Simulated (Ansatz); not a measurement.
**Two attempts at [BF2]+ (SMILES F[B+]F)**

Wanted: the energy of [BF2]+, U-r2SCANh-D3(BJ)-ATM/cc-pwCVTZ (1 point charge, start density atoms).

Program for the calculation: Ansatz 0.2.0.

7 further runs of the same task are left out: 2 for a known fault of the program, 1 that didn't finish, 4 set aside as unsound or not needed. Runs told in other sessions of the task aren't counted.

## (1) Starting point

[BF2]+: 3 atoms, total charge +1, spin state singlet. SMILES: `F[B+]F`. The shape is that of a PBE0-D4/def2-TZVP optimisation.

Bond lengths: F1–B2 1.226 Å, B2–F3 1.226 Å. Angles: F1–B2–F3 180.0°.

## (2) Try one

Contents of input.yaml:

```yaml
crystal:
  periodic: [false, false, false]
  atoms:
    - {symbol: Q, position_ang: [0.329710, 1.140520, 0.307700]}
    - {symbol: B, position_ang: [0.000000, -0.000000, 0.000000]}
    - {symbol: F, position_ang: [-0.329720, -1.140520, -0.307700]}
basis:
  gaussian:
    orbitals: cc-pwCVTZ.json
    final_grid: {core_spheres: 3, valence_spheres: 3, degree: 7}
    point_charges: [{charge: 0.5, position_ang: [-3.2356, 2.3380, 1.0820]}]
total_charge: 1
magnetization: {spin_polarized: true, initial_magnetization: 0}
hamiltonian: {xc: {name: r2SCANh}, dispersion: d3bjatm}
```

Run with:

```
$ ansatz run input.yaml --threads 1 --pin off --max-ram 3480MiB --events-out events.jsonl --progress --plain --runs-dir runs
```

Standard output:

```text
Error: YAML parse error: error: line 4 column 16: `Q` is not an element symbol (H … Og, case-exact)
 --> <input>:4:16
  |
2 |   periodic: [false, false, false]
3 |   atoms:
4 |     - {symbol: Q, position_ang: [0.329710, 1.140520, 0.307700]}
  |                ^ `Q` is not an element symbol (H … Og, case-exact)
5 |     - {symbol: B, position_ang: [0.000000, -0.000000, 0.000000]}
6 |     - {symbol: F, position_ang: [-0.329720, -1.140520, -0.307700]}
  |
```

It took 0.06 s on 1 thread of Arm Neoverse V1, shared host.

## (3) Diagnosis

The program refused the input.

The log says `Error: YAML parse error: error: line 4 column 16: 'Q' is not an element symbol`. The fault: an element symbol is mistyped. The culprit stands in `- {symbol: Q, position_ang: [0.329710, 1.140520, 0.307700]}`.

## (4) Second attempt

input.yaml, as its differences from that of step 2:

```diff
@@ -3,3 +3,3 @@
   atoms:
-    - {symbol: Q, position_ang: [0.329710, 1.140520, 0.307700]}
+    - {symbol: F, position_ang: [0.329710, 1.140520, 0.307700]}
     - {symbol: B, position_ang: [0.000000, -0.000000, 0.000000]}
```

The basis set cc-pwCVTZ is read from a file made from the Basis Set Exchange's data (not shown).

Run with:

```
$ ansatz run input.yaml --threads 1 --pin off --max-ram 3480MiB --events-out events.jsonl --progress --plain --runs-dir runs
```

Standard output:

```text
Warning: RAYON_NUM_THREADS=1 ignored (pool sized by the plan → 1); use --threads N
Functional definition: r2SCANh
  name "r2SCANh"
  parameter a = 0.1
  parameter k0 = 0.174
  parameter k1 = 0.065
  parameter a1 = 4.9479
  exchange = (1 - a)*r2scan_x(k0 = k0, k1 = k1, a1 = a1) + a*exact_x
  correlation = r2scan_c
644 factors; their error is unknown
mean field evaluation 1: about -6090.0075 eV, gradient 6.5e1 eV
mean field evaluation 2: about -6069.0395 eV, gradient 1.1e2 eV
mean field evaluation 4: about -6100.0442 eV, gradient 1.4e0 eV
mean field evaluation 8: about -6100.1894 eV, gradient 8.1e0 eV
mean field evaluation 16: about -6100.2547 eV, gradient 1.8e-3 eV
mean field -6100.25459122 eV, -224.1802213262 hartree, gradient 3.6e-5 eV, S^2 0.000000; 0 other end points of the search recorded, 0 dependent functions left out
reference -6100.25459310 eV, -224.1802213952 hartree; 11, 11 occupied and 118, 118 virtual orbitals, 644 factors
Total energy: -6100.25951995 eV, -224.1804024539 hartree
```

Run time: 3 s. Hardware: 1 thread of Arm Neoverse V1, shared host; peak memory 0.17 GiB.

## (5) Summary of results

Level: U-r2SCANh-D3(BJ)-ATM/cc-pwCVTZ (1 point charge, start density atoms).

| quantity | value |
| --- | --- |
| total energy | -224.18040 Eh |
| dispersion energy | -0.48 kJ/mol |
